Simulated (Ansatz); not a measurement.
# H2OF (doublet): the correlation ladder at distance O1–H3 along a hydrogen transfer = 1.174 Å, cc-pVDZ

Aim: climb from Hartree-Fock through coupled cluster and multireference methods for H2OF (doublet) at one geometry and basis, and see what each rung misses.

The runs use Ansatz 0.2.0, Gaussian basis; cc-pVDZ, core rule «outside noble gas», up to 2 orbitals frozen.

The runs, in order: UHF; CCSD(T) on ROHF; CCSD(T) on UHF; BCCD(T) on ROHF; CISD; CCSDT(Q) on ROHF; CCSDT(Q) on UHF; CASSCF and MRCISD+Q, 3 electrons in 3 orbitals; CASSCF and NEVPT2, 3 electrons in 3 orbitals; CASSCF and MRCISD+Q, 15 electrons in 10 orbitals; CASSCF and NEVPT2, 15 electrons in 10 orbitals.

10 further runs of the same task are left out: 10 that didn't finish.

**1. What is computed**

The geometry derives from fragments relaxed apart (PBE0/def2-TZVP) and kept rigid, so it is no stationary point. A hydrogen atom is moved between rigid fragments.

4 atoms, charge 0, spin multiplicity 2.

Atoms are counted from 1 here; the program's logs count them from 0.

Bond lengths: O1–H2 0.960 Å, O1–H3 1.174 Å. Angles: H2–O1–H3 105.1°.

Coordinates:

```xyz
4

O    -1.2360   -0.0252    0.0000
H    -1.4853    0.9013    0.0000
H    -0.0620   -0.0252    0.0000
F     1.1230   -0.0252    0.0000
```

**2. UHF**

Input file in.yaml:

```yaml
crystal:
  periodic: [false, false, false]
  atoms:
    - {symbol: O, position_ang: [-1.236010, -0.025232, 0.000000]}
    - {symbol: H, position_ang: [-1.485319, 0.901344, 0.000000]}
    - {symbol: H, position_ang: [-0.062010, -0.025232, 0.000000]}
    - {symbol: F, position_ang: [1.122990, -0.025232, 0.000000]}
basis:
  gaussian: {orbitals: cc-pVDZ}
magnetization: {spin_polarized: true, initial_magnetization: 1}
hamiltonian: {xc: hf}
output: {orbitals: {seedname: orbitals}}
```

The run is started by

```bash
ansatz run in.yaml --threads 1 --pin off --events-out ev --progress --plain --max-ram 2393MiB
```

Further steps of the session: CCSD(T) on ROHF; CCSD(T) on UHF; BCCD(T) on ROHF; CISD; CCSDT(Q) on ROHF; CCSDT(Q) on UHF; CASSCF and MRCISD+Q, 3 electrons in 3 orbitals; CASSCF and NEVPT2, 3 electrons in 3 orbitals; CASSCF and MRCISD+Q, 15 electrons in 10 orbitals; CASSCF and NEVPT2, 15 electrons in 10 orbitals.

**Question.** What will the summary of the whole plan be? Wanted: UCCSDT(Q) below the RHF energy; RMP2 from UCCSDT(Q); UMP2 from UCCSDT(Q); RCCSD from UCCSDT(Q); RCCSD(T) from UCCSDT(Q); UCCSD(T) from UCCSDT(Q); RCCSDT(Q) from UCCSDT(Q); NEVPT2 pair from UCCSDT(Q); NEVPT2 valence from UCCSDT(Q).

**Answer**, as computed:

```
                         quantity                      value
   UCCSDT(Q) below the RHF energy                -10.6322 eV
              RMP2 from UCCSDT(Q)                 +874.9 meV
              UMP2 from UCCSDT(Q)                 +827.2 meV
             RCCSD from UCCSDT(Q)                 +241.0 meV
          RCCSD(T) from UCCSDT(Q)                  +54.1 meV
          UCCSD(T) from UCCSDT(Q)                  +43.5 meV
         RCCSDT(Q) from UCCSDT(Q)                   +1.3 meV
       NEVPT2 pair from UCCSDT(Q)                 +647.5 meV
    NEVPT2 valence from UCCSDT(Q)                +1207.8 meV
  MRCISD+Q valence from UCCSDT(Q)                 +106.4 meV
levels within 1 kcal/mol (43 meV)  RCCSDT, UCCSDT, RCCSDT(Q)
                    T1 diagnostic                      0.052
   effectively unpaired electrons                       1.01
```

In words: RCCSD(T) lands +54.1 meV from the yardstick (0.5 % of the correlation energy). The occupations are near whole numbers, but T1 = 0.052 shows that the orbitals relax strongly. Of the multireference levels listed MRCISD+Q valence comes nearest in total energy (+106.4 meV), which doesn't show that its space is the better one. Coupled cluster took another determinant than the lowest Hartree-Fock one. These misses are within one basis, not against nature; the frozen cores of restricted and unrestricted runs differ, which can shift their rows.
